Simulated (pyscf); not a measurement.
Optimised with ωB97X-D3(BJ)/def2-SVP in PySCF.

**Question.** Estimate the classical barrier height and the reaction energy of H₂P–InH₂ + SiH₄ → H₂P–In [singlet] + H₂ + SiH₄ at ωB97M-D3(BJ)/def2-TZVP. The step runs on the singlet surface, breaks H–In, H–In, H–Si and forms H–H, H–Si; take the separated reactants as zero.

**Answer.** ΔE‡ = 2.09 eV, ΔE = -0.01 eV. Zero-point energy shifts the barrier by +0.01 eV. It is a multi-bond step, with an imaginary mode of 1328i cm⁻¹. On the reactant side the descent ends in a complex (not fully relaxed), 0.23 eV under the separated species and 2.27 eV under the saddle at ωB97X-D3(BJ)/def2-TZVP. On the product side the descent ends in a complex (not fully relaxed), 0.31 eV under the separated species and 2.30 eV under the saddle at ωB97X-D3(BJ)/def2-TZVP. One saddle was located; it need not be the lowest between these sides. Elements past Kr carry the def2 core potentials, without spin-orbit coupling.
